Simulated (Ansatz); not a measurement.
## How far each method lies from full CI for CH⁺, singlet

Geometry: a point of a stretch scan, not a stationary point.

```xyz
2

C     0.0000    0.0000    0.0000
H     0.0000    0.0000    2.0650
```

Basis cc-pVQZ; Ansatz 0.2.0. Only valence electrons are correlated (noble-gas cores frozen), which leaves 4 electrons in 84 orbitals. Prefix R: restricted or restricted open-shell reference; prefix U: unrestricted. Active spaces: valence = (4e, 5o) chosen from the atoms' valence shells.

Full CI is exact within this basis and frozen core; it isn't the basis-set limit. The frozen core follows each run's orbitals, which can shift R against U totals by a few meV.

```
UHF ⟨S²⟩                          : 1.059
T1 diagnostic (RCCSD)             : 0.0424
largest doubles amplitude (RCCSD) : 0.292
```

| level | E − E(full CI) (meV) | share of correlation (%) | wall time |
| --- | --- | --- | --- |
| RHF | 4248 | 0.00 | – |
| UHF† | 2997 | – | 0.36 s |
| RMP2 | 1295 | 69.53 | – |
| RCCSD | 167 | 96.08 | – |
| RCCSD(T) | 26 | 99.38 | 1.1 s |
| BCCD(T) | 29 | 99.32 | 1.3 s |
| RCCSDT | 14 | 99.67 | – |
| RCCSDT(Q) | 3 | 99.93 | 4.7 s |
| CASSCF (valence space) | 1296 | 69.49 | – |
| NEVPT2 (valence space) | 304 | 92.84 | 0.54 s |

A dagger marks rows that describe another state than the reference (another or a broken symmetry, a higher spin or other natural occupations), so the difference isn't the method's error.

The correlation energy at full CI, counted from RHF, is -4.248 eV. That run took 12 s on 1 thread of AMD EPYC 9R45, shared host over 3,068,596 determinants.

Times hold each run's SCF and search for its determinant on a shared host, so for small cases they say little of a method's own cost; they ran on 1 thread of AMD EPYC 9R45.

The full-CI state has the irrep A1 of C2v, in the program's axes (one component, if the state is degenerate).

Natural occupations of full CI about the gap: 1.898 1.755 0.219 0.050 0.050 0.006 0.006 0.006 0.004 0.002; effectively unpaired electrons, Σ n²(2−n)², 0.39.
